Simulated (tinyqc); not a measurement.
UHF in the sto-3g basis, for H2O+, spin multiplicity 2, step by step. One step of it, computed by the program tinyqc.

Problem. Iteration 28 (converged): orbitals. Diagonalise F' = X^T F X, C = X C', fill 5 alpha and 4 beta electrons from the bottom; D(s) = C_occ C_occ^T. Each column has its largest component positive (the first on a tie).

converged F(alpha) (hartree), order 1O 1s, 1O 2s, 1O 2px, 1O 2py, 1O 2pz, 2H 1s, 3H 1s:
$$\begin{pmatrix}
-21.011431 & -5.351112 & 0.000000 & 0.000000 & -0.025300 & -1.068397 & -1.068397 \\
-5.351112 & -3.107619 & 0.000001 & 0.000000 & -0.153973 & -1.168733 & -1.168733 \\
0.000000 & 0.000001 & -1.098029 & 0.000000 & -0.000001 & 0.000000 & 0.000000 \\
0.000000 & 0.000000 & 0.000000 & -0.987860 & 0.000000 & -0.506621 & 0.506621 \\
-0.025300 & -0.153973 & -0.000001 & 0.000000 & -1.010297 & -0.496787 & -0.496787 \\
-1.068397 & -1.168733 & 0.000000 & -0.506621 & -0.496787 & -0.890233 & -0.459615 \\
-1.068397 & -1.168733 & 0.000000 & 0.506621 & -0.496787 & -0.459615 & -0.890232
\end{pmatrix}$$

converged F(beta) (hartree), order 1O 1s, 1O 2s, 1O 2px, 1O 2py, 1O 2pz, 2H 1s, 3H 1s:
$$\begin{pmatrix}
-20.981842 & -5.309692 & 0.000000 & 0.000000 & -0.024878 & -1.058777 & -1.058777 \\
-5.309692 & -2.902276 & -0.000002 & 0.000000 & -0.134963 & -1.121913 & -1.121913 \\
0.000000 & -0.000002 & -0.209291 & 0.000002 & 0.000005 & 0.000002 & 0.000000 \\
0.000000 & 0.000000 & 0.000002 & -0.893211 & 0.000000 & -0.504545 & 0.504545 \\
-0.024878 & -0.134963 & 0.000005 & 0.000000 & -0.935888 & -0.491967 & -0.491967 \\
-1.058777 & -1.121913 & 0.000002 & -0.504545 & -0.491967 & -0.913415 & -0.451580 \\
-1.058777 & -1.121913 & 0.000000 & 0.504545 & -0.491967 & -0.451580 & -0.913415
\end{pmatrix}$$

X, order 1O 1s, 1O 2s, 1O 2px, 1O 2py, 1O 2pz, 2H 1s, 3H 1s:
$$\begin{pmatrix}
1.023930 & -0.140116 & 0.000000 & 0.000000 & -0.009520 & 0.020490 & 0.020490 \\
-0.140116 & 1.200499 & 0.000000 & 0.000000 & 0.097974 & -0.257981 & -0.257981 \\
0.000000 & 0.000000 & 1.000000 & 0.000000 & 0.000000 & 0.000000 & 0.000000 \\
0.000000 & 0.000000 & 0.000000 & 1.087054 & 0.000000 & -0.198450 & 0.198450 \\
-0.009520 & 0.097974 & 0.000000 & 0.000000 & 1.053755 & -0.142043 & -0.142043 \\
0.020490 & -0.257981 & 0.000000 & -0.198450 & -0.142043 & 1.172269 & -0.087317 \\
0.020490 & -0.257981 & 0.000000 & 0.198450 & -0.142043 & -0.087317 & 1.172269
\end{pmatrix}$$

Give: F' = X^T F X; orbital energies; coefficients C; F' = X^T F X; orbital energies; coefficients C; D(alpha) after iteration 28; D(beta) after iteration 28.

Solution.

F' = X^T F X (alpha) (hartree):
$$\begin{pmatrix}
-20.632 & -2.705 & 0.000 & 0.000 & -0.046 & -0.145 & -0.145 \\
-2.705 & -1.972 & 0.000 & 0.000 & 0.039 & -0.474 & -0.474 \\
0.000 & 0.000 & -1.098 & 0.000 & 0.000 & 0.000 & 0.000 \\
0.000 & 0.000 & 0.000 & -0.764 & 0.000 & -0.413 & 0.413 \\
-0.046 & 0.039 & 0.000 & 0.000 & -0.873 & -0.319 & -0.319 \\
-0.145 & -0.474 & 0.000 & -0.413 & -0.319 & -0.352 & -0.098 \\
-0.145 & -0.474 & 0.000 & 0.413 & -0.319 & -0.098 & -0.352
\end{pmatrix}$$

orbital energies (alpha) (hartree): MO1 -21.020, MO2 -1.893, MO3 -1.146, MO4 -1.098, MO5 -1.055, MO6 0.042, MO7 0.128

coefficients C (alpha), order 1O 1s, 1O 2s, 1O 2px, 1O 2py, 1O 2pz, 2H 1s, 3H 1s:
$$\begin{pmatrix}
0.994 & -0.246 & 0.000 & 0.000 & 0.084 & 0.113 & 0.000 \\
0.026 & 0.926 & 0.000 & 0.000 & -0.415 & -0.756 & 0.000 \\
0.000 & 0.000 & 0.000 & 1.000 & 0.000 & 0.000 & 0.000 \\
0.000 & 0.000 & 0.756 & 0.000 & 0.000 & 0.000 & 0.830 \\
0.004 & 0.161 & 0.000 & 0.000 & 0.840 & -0.654 & 0.000 \\
-0.005 & 0.084 & 0.322 & 0.000 & 0.208 & 0.791 & -0.854 \\
-0.005 & 0.084 & -0.322 & 0.000 & 0.208 & 0.791 & 0.854
\end{pmatrix}$$

F' = X^T F X (beta) (hartree):
$$\begin{pmatrix}
-20.608 & -2.692 & 0.000 & 0.000 & -0.048 & -0.145 & -0.145 \\
-2.692 & -1.744 & 0.000 & 0.000 & 0.072 & -0.469 & -0.469 \\
0.000 & 0.000 & -0.209 & 0.000 & 0.000 & 0.000 & 0.000 \\
0.000 & 0.000 & 0.000 & -0.656 & 0.000 & -0.422 & 0.422 \\
-0.048 & 0.072 & 0.000 & 0.000 & -0.790 & -0.324 & -0.324 \\
-0.145 & -0.469 & 0.000 & -0.422 & -0.324 & -0.395 & -0.096 \\
-0.145 & -0.469 & 0.000 & 0.422 & -0.324 & -0.096 & -0.395
\end{pmatrix}$$

orbital energies (beta) (hartree): MO1 -20.989, MO2 -1.719, MO3 -1.101, MO4 -0.996, MO5 -0.209, MO6 0.072, MO7 0.146

coefficients C (beta), order 1O 1s, 1O 2s, 1O 2px, 1O 2py, 1O 2pz, 2H 1s, 3H 1s:
$$\begin{pmatrix}
0.995 & -0.234 & 0.000 & 0.098 & 0.000 & -0.123 & 0.000 \\
0.023 & 0.862 & 0.000 & -0.481 & 0.000 & 0.793 & 0.000 \\
0.000 & 0.000 & 0.000 & 0.000 & 1.000 & 0.000 & 0.000 \\
0.000 & 0.000 & 0.704 & 0.000 & 0.000 & 0.000 & 0.874 \\
0.004 & 0.167 & 0.000 & 0.815 & 0.000 & 0.685 & 0.000 \\
-0.005 & 0.138 & 0.373 & 0.223 & 0.000 & -0.779 & -0.833 \\
-0.005 & 0.138 & -0.373 & 0.223 & 0.000 & -0.779 & 0.833
\end{pmatrix}$$

D(alpha) after iteration 28, order 1O 1s, 1O 2s, 1O 2px, 1O 2py, 1O 2pz, 2H 1s, 3H 1s:
$$\begin{pmatrix}
1.056 & -0.238 & 0.000 & 0.000 & 0.035 & -0.009 & -0.009 \\
-0.238 & 1.031 & 0.000 & 0.000 & -0.199 & -0.008 & -0.008 \\
0.000 & 0.000 & 1.000 & 0.000 & 0.000 & 0.000 & 0.000 \\
0.000 & 0.000 & 0.000 & 0.571 & 0.000 & 0.243 & -0.243 \\
0.035 & -0.199 & 0.000 & 0.000 & 0.732 & 0.188 & 0.188 \\
-0.009 & -0.008 & 0.000 & 0.243 & 0.188 & 0.154 & -0.053 \\
-0.009 & -0.008 & 0.000 & -0.243 & 0.188 & -0.053 & 0.154
\end{pmatrix}$$

D(beta) after iteration 28, order 1O 1s, 1O 2s, 1O 2px, 1O 2py, 1O 2pz, 2H 1s, 3H 1s:
$$\begin{pmatrix}
1.054 & -0.226 & 0.000 & 0.000 & 0.045 & -0.015 & -0.015 \\
-0.226 & 0.974 & 0.000 & 0.000 & -0.248 & 0.012 & 0.012 \\
0.000 & 0.000 & 0.000 & 0.000 & 0.000 & 0.000 & 0.000 \\
0.000 & 0.000 & 0.000 & 0.496 & 0.000 & 0.262 & -0.262 \\
0.045 & -0.248 & 0.000 & 0.000 & 0.692 & 0.204 & 0.204 \\
-0.015 & 0.012 & 0.000 & 0.262 & 0.204 & 0.207 & -0.070 \\
-0.015 & 0.012 & 0.000 & -0.262 & 0.204 & -0.070 & 0.207
\end{pmatrix}$$
